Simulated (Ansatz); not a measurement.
The end point of a relaxation of LiF. Space group Fm-3m (No. 225), rock salt type. All values below come from PBE (plane waves to 420 eV, PAW, scalar-relativistic; Ansatz, an electronic-structure program).

```xyz
2
Lattice="0.0000 2.0339 2.0339 2.0339 0.0000 2.0339 2.0339 2.0339 0.0000" Properties=species:S:1:pos:R:3 pbc="T T T"
F      0.0000     0.0000     0.0000
Li     2.0339     2.0339     2.0339
```

Q: Estimate the band gap that PBE returns for this input.

A: 8.83 eV, direct (no spin-orbit coupling).

No spin polarisation in the result.

Measured for LiF: a 3.972 Å (static lattice; corrected from measurement; as listed in Daniel Mejia-Rodriguez, S. B. Trickey, Phys. Rev. B (2018)); gap 15.35 eV (static lattice; corrected from measurement; as listed in Wei Chen et al., Physical Review Materials (2018)). Computed minus measured — a: PBE +2.4 %; gap: PBE -6.52 eV. The computed values are for a static lattice, and a measured gap can be an optical one, lowered by exciton binding.

The run could not lose the symmetry of its start; a randomly shaken copy of 2 atoms returns to this structure.

All atoms sit on sites fixed by symmetry, so only the cell could relax.
